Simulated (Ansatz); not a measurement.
Mulliken charges of CH$_{6}$OSi (`C[SiH2]O`) from ωB97M-V/def2-TZVPP in Ansatz (PBE0-D4/def2-TZVP geometry).

| atom | x (Å) | y (Å) | z (Å) | charge (e) |
| --- | --- | --- | --- | --- |
| C1 | -0.777 | 0.631 | -0.596 | -0.448 |
| Si2 | 0.499 | -0.589 | 0.001 | 0.444 |
| O3 | 1.308 | -0.058 | 1.339 | -0.391 |
| H4 | -1.256 | 0.262 | -1.507 | 0.115 |
| H5 | -0.319 | 1.597 | -0.819 | 0.123 |
| H6 | -1.560 | 0.788 | 0.151 | 0.107 |
| H7 | 1.549 | -0.791 | -1.027 | -0.048 |
| H8 | -0.173 | -1.892 | 0.282 | -0.070 |
| H9 | 0.819 | 0.006 | 2.160 | 0.168 |

Task: By hand: the dipole of these point charges (1 e Å = 4.8032 D).

Result: Σ q r = (-0.217, -0.039, -0.122) e Å, of length 0.252 e Å = 1.21 D.

Task: How does the dipole of the full density compare? (An estimate is asked.)

Result: Ansatz gave: (-0.319, 0.089, 0.114) e Å, 1.68 D; the point charges give 0.72 times that, at 54° from its direction.

Point charges leave out the atoms' own dipoles, such as those of lone pairs, and Mulliken's split depends on the basis, so the two needn't agree.
